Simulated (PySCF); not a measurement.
**Running PySCF for O3S⁻**

File input.py (PySCF 2.14):

```python
from pyscf import gto, scf, mp

mol = gto.M(
    atom='S 0 0.2287 0; O -0.0001 -0.1524 1.4557; O 1.2607 -0.1524 -0.7278; O -1.2607 -0.1524 -0.7279',
    basis='3-21g',
    charge=-1,
    spin=1,
    verbose=4,
)
mf = scf.UHF(mol)
mf.kernel()
mp.MP2(mf).kernel()
mf.dip_moment()
print('orbital energies (hartree):', [e[max(0, n-3):n+3].round(4) for e, n in zip(mf.mo_energy, mol.nelec)])
```

```bash
$ OMP_NUM_THREADS=1 python input.py
```

Output (some set-up lines and the per-cycle HOMO/LUMO lines with their warnings removed):

```
PySCF version 2.14.0

[INPUT] Symbol           X                Y                Z      unit          X                Y                Z       unit  Magmom
[INPUT]  1 S      0.000000000000   0.228700000000   0.000000000000 AA    0.000000000000   0.432180364688   0.000000000000 Bohr   0.0
[INPUT]  2 O     -0.000100000000  -0.152400000000   1.455700000000 AA   -0.000188972612  -0.287994261384   2.750874319529 Bohr   0.0
[INPUT]  3 O      1.260700000000  -0.152400000000  -0.727800000000 AA    2.382377725239  -0.287994261384  -1.375342673458 Bohr   0.0
[INPUT]  4 O     -1.260700000000  -0.152400000000  -0.727900000000 AA   -2.382377725239  -0.287994261384  -1.375531646071 Bohr   0.0

nuclear repulsion = 175.335885882175
number of shells = 22
number of NR pGTOs = 72
number of NR cGTOs = 40
basis = 3-21g
ecp = {}

******** <class 'pyscf.scf.uhf.UHF'> ********
method = UHF
initial guess = minao
damping factor = 0
level_shift factor = 0
DIIS = <class 'pyscf.scf.diis.CDIIS'>
SCF conv_tol = 1e-09
SCF max_cycles = 50
number electrons alpha = 21  beta = 20
init E= -619.284741053841

cycle= 1 E= -618.497178662148  delta_E= 0.788  |g|= 0.668  |ddm|= 2.03
cycle= 2 E= -618.628163439424  delta_E= -0.131  |g|= 0.399  |ddm|= 0.945
cycle= 3 E= -618.685073561952  delta_E= -0.0569  |g|= 0.0348  |ddm|= 0.328
cycle= 4 E= -618.686718012917  delta_E= -0.00164  |g|= 0.0118  |ddm|= 0.0789
cycle= 5 E= -618.686960162755  delta_E= -0.000242  |g|= 0.00367  |ddm|= 0.0364
cycle= 6 E= -618.686984987089  delta_E= -2.48e-05  |g|= 0.0011  |ddm|= 0.0129
cycle= 7 E= -618.686987493929  delta_E= -2.51e-06  |g|= 0.000363  |ddm|= 0.00348
cycle= 8 E= -618.686987818971  delta_E= -3.25e-07  |g|= 0.000109  |ddm|= 0.00139
cycle= 9 E= -618.686987837299  delta_E= -1.83e-08  |g|= 6.53e-05  |ddm|= 0.000281
cycle= 10 E= -618.686987842765  delta_E= -5.47e-09  |g|= 2.36e-05  |ddm|= 0.000161
cycle= 11 E= -618.686987843934  delta_E= -1.17e-09  |g|= 6.77e-06  |ddm|= 9.53e-05
cycle= 12 E= -618.686987844022  delta_E= -8.78e-11  |g|= 3.2e-06  |ddm|= 2.21e-05
Extra cycle  E= -618.686987844035  delta_E= -1.27e-11  |g|= 1.99e-06  |ddm|= 5.63e-06
converged SCF energy = -618.686987844035  <S^2> = 0.77697998  2S+1 = 2.0268004

******** <class 'pyscf.mp.ump2.UMP2'> ********
nocc = (np.int64(21), np.int64(20)), nmo = (40, 40)
E(UMP2) = -619.123449978045  E_corr = -0.436462134009946
E(SCS-UMP2) = -619.103806712895  E_corr = -0.416818868860328
E_corr(same-spin) = -0.123387336867238
E_corr(oppo-spin) = -0.313074797142708

WARN: System has nonzero charge -1; the dipole moment is origin-dependent.
Location of origin: [0. 0. 0.]

Dipole moment(X, Y, Z, Debye):  0.00032,  1.71229, -0.00001
orbital energies (hartree): [array([-0.2433, -0.2201, -0.1479,  0.518 ,  0.5391,  0.5391]), array([-0.2119, -0.1862, -0.1862,  0.2636,  0.5265,  0.5747])]
```

In short: E(SCF) = -618.686988 Eh, 12 cycles, E(MP2) − E(SCF) = -0.43646 Eh, ⟨S²⟩ = 0.777.

Run time: 1.4 s on 1 thread of Arm Neoverse N1 (shared host).

The basis has no diffuse functions, which an anion needs. The basis is very small, so the numbers show the basis as much as the system. The dipole of an ion depends on the origin. No search for the lowest solution was made.
